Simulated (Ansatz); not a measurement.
## Structure relaxation of ZrC

Level of theory: DFT r2SCAN, scalar-relativistic, plane waves, PAW in Ansatz.

The start is a database structure of ZrC, space group Fm-3m (No. 225).

The final relaxation ran on this input, with the default PAW datasets:

```yaml
crystal:
  lattice:
    - [0.0, 2.3564331911, 2.3564331911]
    - [2.3564331911, 0.0, 2.3564331911]
    - [2.3564331911, 2.3564331911, 0.0]
  atoms:
    - { symbol: Zr, position: [0.0, 0.0, 0.0] }
    - { symbol: C, position: [0.5, 0.5, 0.5] }
basis:
  ecutwfc: 500
kpoints:
  mp_grid: { grid: [20, 20, 20] }
hamiltonian:
  xc: r2scan
scf:
  occupations: { method: gaussian, width: 0.1 }
output:
  forces: true
  stress: true
  eigenvalues: true
relax:
  adjacent_minimum: "off"
  f_tol: 0.01
  max_steps: 80
  cell: { stress_tol: 0.05 }
```

Launched as:

```bash
ansatz run input.yaml --threads 1 --pin off --max-ram 2560MiB --backend cpu --events-out ev --progress --plain --runs-dir out
```

Time: 18 s on 1 thread of Intel(R) Xeon(R) 6975P-C (Granite Rapids), with other jobs on the host, peak memory 0.52 GiB.

End of the output:

```
SCF converged after 6 iterations
Free energy (F): -4448.709930 eV
Harris-Foulkes:  -4448.709930 eV  (|F-HF|=7.28e-12)
Internal energy: -4448.708785 eV  (E = F + TS)
E sigma→0 (E₀):  -4448.709358 eV
Entropy (-TS):   -0.001145 eV (-0.572 meV/atom)
Fermi energy:    14.805136 eV
--- Per-component energies (eV) ---
  E_band       = -61.894480
  E_kinetic    = 421.780675
  E_local      = -596.579400  (includes V_loc(G=0)·N_el)
  E_nonlocal   = 103.429385
  E_hartree    = 178.873112
  E_xc         = -204.668074
  E_vxc        = -278.169173  (∫ρ·V_xc dr)
  E_paw        = -3070.477400  (= ΣΔE_a)
  E_vpaw       = -85.746954  (= ΣTr[D̂ρ^β])
  E_aug_tail   = 0.000016  (compensation charges beyond the density's cutoff)
  E_vtau       = 15.644707  (kinetic-family band-sum trace: ∫τ·v_τ [+ j·A + Jᵃ·Aᵃ] dr)
  E_ewald      = -1280.877583
  E_core_change = -0.189515  (= ΣΔE_core)
  E_smearing   = -0.001145  (= −TS)
  E_closure    = 0.000000  (closes the sum)
  Σ components = -4448.709930   (vs F -4448.709930, Δ=0.00e0)
--- Forces (eV/Å), atoms counted from 1 ---
  atom   1  Zr     0.00000000     0.00000000     0.00000000
  atom   2  C      0.00000000     0.00000000     0.00000000
  max |Σ_I F_I| component: 3.65e-30 eV/Å
--- Stress (GPa, compression-positive) ---
       -0.000561       0.000000       0.000000
        0.000000      -0.000561       0.000000
        0.000000       0.000000      -0.000561
  P = ⅓ Tr σ = -0.0006 GPa (-0.006 kbar)
--- Relaxed structure (3 steps of the walk, 3 accepted, 1 SCFs on fresh bases) ---
  F+E_penalty+E_count = -4448.70993033 eV   max|allowed force component| = 2.695e-30 eV/Å   (the final SCF, on the basis selected at the relaxed cell)
  cell:  # Å, volume = 26.1465 Å³
    - [0.000000, 2.355743, 2.355743]
    - [2.355743, 0.000000, 2.355743]
    - [2.355743, 2.355743, 0.000000]
  atoms:
    - { symbol: Zr, position: [0.000000, 0.000000, 0.000000] }
    - { symbol: C, position: [0.5, 0.5, 0.5] }
```

Total energies depend on the potentials used, so only differences within one code and one set of settings carry meaning.

The result has space group Fm-3m (No. 225). Zr is coordinated by 6 C at 2.36 Å; around C lie 6 Zr at 2.36 Å.

Against the elements it lies at -1.01 eV/atom. Energies over the elements count from the elements' standard structures at the same level, with no empirical corrections.

For metals, differences of a few meV/atom aren't resolved.

Symmetry constrained the relaxation, so the result can be a saddle point.